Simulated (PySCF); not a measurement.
Molecule: 1,3-dichloropropane (SMILES ClCCCCl).

Geometry:
```json
{"atom": "Cl1", "x (Å)": "1.704", "y (Å)": "1.349", "z (Å)": "0.903"}
{"atom": "C2", "x (Å)": "0.677", "y (Å)": "0.957", "z (Å)": "-0.512"}
{"atom": "C3", "x (Å)": "0.165", "y (Å)": "-0.466", "z (Å)": "-0.455"}
{"atom": "C4", "x (Å)": "-0.731", "y (Å)": "-0.763", "z (Å)": "0.727"}
{"atom": "Cl5", "x (Å)": "-2.228", "y (Å)": "0.221", "z (Å)": "0.689"}
{"atom": "H6", "x (Å)": "1.290", "y (Å)": "1.124", "z (Å)": "-1.407"}
{"atom": "H7", "x (Å)": "-0.157", "y (Å)": "1.673", "z (Å)": "-0.510"}
{"atom": "H8", "x (Å)": "1.021", "y (Å)": "-1.162", "z (Å)": "-0.419"}
{"atom": "H9", "x (Å)": "-0.381", "y (Å)": "-0.671", "z (Å)": "-1.392"}
{"atom": "H10", "x (Å)": "-0.220", "y (Å)": "-0.533", "z (Å)": "1.672"}
{"atom": "H11", "x (Å)": "-1.042", "y (Å)": "-1.816", "z (Å)": "0.735"}
```

Geometry PBE0-D3(BJ)/def2-SVP throughout; GIAO in PySCF 2.14, gas phase, one conformer, non-relativistic; equivalent atoms averaged; functional PBE0.

(1) How do the absolute shieldings σ depend on the basis set? (ppm; last column core-seconds on shared hosts with different chips, so compare them loosely)

(2) Which nucleus moves most, in ppm?

(3) Taking the largest basis, IGLO-III (253 functions), as the yardstick, rank the others by their worst heavy-atom deviation.

Answers

(1) 
| basis set | functions | Cl1/Cl5 | C2/C4 | C3 | H6/H7/H10/H11 | H8/H9 | core-s |
| --- | --- | --- | --- | --- | --- | --- | --- |
| pcSseg-0 | 65 | 921.8 | 147.0 | 157.0 | 29.41 | 31.13 | 3.5 |
| cc-pVDZ | 108 | 908.4 | 151.8 | 159.9 | 27.77 | 29.60 | 6.7 |
| pcSseg-1 | 129 | 884.2 | 138.6 | 147.3 | 27.61 | 29.56 | 9.5 |
| aug-cc-pVDZ | 177 | 903.2 | 150.3 | 157.9 | 27.51 | 29.37 | 13 |
| cc-pVTZ | 242 | 891.8 | 141.7 | 149.8 | 27.51 | 29.39 | 21 |
| IGLO-III | 253 | 879.4 | 137.8 | 145.0 | 27.54 | 29.46 | 21 |

(2) Cl1/Cl5 (chlorine bonded to C): from 879.4 ppm with IGLO-III to 921.8 ppm with pcSseg-0. The smallest spread is 1.76 ppm, at H8/H9. Proton shifts span only some 12 ppm, so a few tenths of a ppm matter as much there as several ppm in carbon.

(3) pcSseg-1 4.7 ppm (129 functions), cc-pVTZ 12.3 ppm (242 functions), aug-cc-pVDZ 23.8 ppm (177 functions), cc-pVDZ 28.9 ppm (108 functions), pcSseg-0 42.4 ppm (65 functions).

A small basis that lands close on one nucleus may do so by chance; judge by the trend and by all nuclei.
